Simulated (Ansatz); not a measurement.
Geometry optimisation, UKS PBE-D4/def2-SVP in Ansatz.

Input:

```yaml
crystal:
  periodic: [false, false, false]
  atoms:
    - { symbol: C, position_ang: [-0.5234, 0.7055, -0.4278] }
    - { symbol: Si, position_ang: [1.0191, -0.0897, -0.0461] }
    - { symbol: S, position_ang: [1.99877, -0.53248, -1.8984] }
    - { symbol: H, position_ang: [-0.3274, 1.688, -0.9997] }
    - { symbol: H, position_ang: [-1.1218, 1.0017, 0.4519] }
    - { symbol: H, position_ang: [-1.218, 0.1286, -1.0526] }
    - { symbol: H, position_ang: [0.80974, -1.37098, 0.71877] }
    - { symbol: H, position_ang: [1.99303, 0.65976, -2.37498] }
magnetization:
  spin_polarized: true
  initial_magnetization: 1
basis:
  gaussian: { orbitals: def2-SVP }
hamiltonian:
  xc: pbe
  dispersion: d4
relax:
  f_tol: 0.015
  max_steps: 40
```

Run as:

```bash
$ ansatz run input.yaml --threads 2 --pin off --max-ram 3072MiB --backend cpu --events-out ev --progress --plain --runs-dir out
```

Task: Where does it end, and by what steps?

Result: The forces met the threshold. After 8 steps the energy has fallen by 0.326 eV; H4 moved furthest, 0.15 Å.

```json
{"step": "0", "energy less start (eV)": "0.0000", "largest force component (eV/Å)": "2.690", "accepted": "yes"}
{"step": "1", "energy less start (eV)": "-0.2298", "largest force component (eV/Å)": "1.140", "accepted": "yes"}
{"step": "2", "energy less start (eV)": "-0.3078", "largest force component (eV/Å)": "0.566", "accepted": "yes"}
{"step": "3", "energy less start (eV)": "-0.2708", "largest force component (eV/Å)": "0.569", "accepted": "no"}
{"step": "4", "energy less start (eV)": "-0.3244", "largest force component (eV/Å)": "0.174", "accepted": "yes"}
{"step": "5", "energy less start (eV)": "-0.3253", "largest force component (eV/Å)": "0.064", "accepted": "yes"}
{"step": "6", "energy less start (eV)": "-0.3259", "largest force component (eV/Å)": "0.042", "accepted": "yes"}
{"step": "7", "energy less start (eV)": "-0.3260", "largest force component (eV/Å)": "0.021", "accepted": "yes"}
{"step": "8", "energy less start (eV)": "-0.3261", "largest force component (eV/Å)": "0.004", "accepted": "yes"}
```

```xyz
8
Properties=species:S:1:pos:R:3
C -0.613 0.785 -0.425
Si 1.051 -0.060 -0.069
S 2.094 -0.640 -1.881
H -0.471 1.738 -0.974
H -1.133 1.012 0.528
H -1.258 0.119 -1.035
H 0.840 -1.383 0.632
H 2.119 0.619 -2.405
```

Time of the run: 14 s on 2 threads of Arm Neoverse V2 (shared host), peak memory 0.15 GiB.
